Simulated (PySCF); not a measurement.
Species: C₅H₉S (doublet state).
Geometry (GFN2-xTB, Å), atoms numbered from 1 in this order:
```
atom  x, y, z in Å
C1    -2.2676    0.8078   -0.9211
C2    -1.4532    0.9949    0.0610
C3    -0.9095   -0.0747    1.0012
C4     0.6122   -0.1702    0.8989
C5     1.0452   -0.6612   -0.4729
S6     2.8602   -0.8169   -0.6044
H7    -2.8004    0.0103   -1.3836
H8    -1.0738    1.9867    0.2851
H9    -1.1864    0.1998    2.0216
H10   -1.3628   -1.0381    0.7645
H11    1.0543    0.8112    1.0915
H12    0.9837   -0.8600    1.6606
H13    0.6654   -1.6643   -0.6663
H14    0.7004    0.0062   -1.2629
H15    3.1277    0.4767   -0.4375
```

The hyperfine couplings belong to this conformer and change with its torsions.

Identity: `[H]/[C]=C\CCCS` [radical].

Level of theory: UKS B3LYP, pcH-1 on C H S, non-relativistic, mean-field spin-orbit, GIAO (PySCF 2.14.0). Isolated species at its GFN2-xTB geometry (one conformer only). Couplings are sensitive to structure, and on GFN2-xTB geometries they can be far from those on DFT ones. Stability of the SCF solution: not tested.

Question: Match the computed a_iso(13C) values +310.0, +81.5, -18.3, -5.0 MHz with the sites C1; C2; C3; C4.

Answer: 
```csv
site,a_iso (MHz),ρ(0) (bohr⁻³),position,distance from C1 (Å),spin population,largest |T| (MHz)
C1,+310.0,+0.2758,largest spin population,0.00,+1.04,142.0
C2,-18.3,-0.0162,1 bond from C1,1.29,-0.17,19.5
C3,+81.5,+0.0725,2 bonds from C1,2.51,+0.08,16.7
C4,-5.0,-0.0044,3 bonds from C1,3.54,0.00,1.2
```

ρ(0) is the spin density at the nucleus and T the dipolar tensor; a_iso includes a spin–orbit part; entries for several nuclei are means. The Mulliken spin populations are largest on C1 (+1.04), C2 (-0.17) and C3 (+0.08). No atom but C1 exceeds +0.15.

β density exceeds α density at some nuclei, such as C2 (-0.0162), C4 (-0.0044) and H9/H10 (-0.0012), spin density in bohr⁻³. In a single determinant that takes different orbitals for the two spins, that is spin polarisation.

Nuclei that the bonding pattern makes equivalent are averaged, as if the motion that swaps them (rotation, inversion, ring flip) were fast. The 1H value of +3.4 MHz is a mean of couplings from 0.0 to 6.8 MHz in this one geometry, not an average over conformers.

On Arm Neoverse V1, one thread, shared host with 32 logical CPUs at a one-minute load of 18, this took 66 s of wall time (with the writing of density and orbital grids) and 0.99 GiB of memory at its peak.
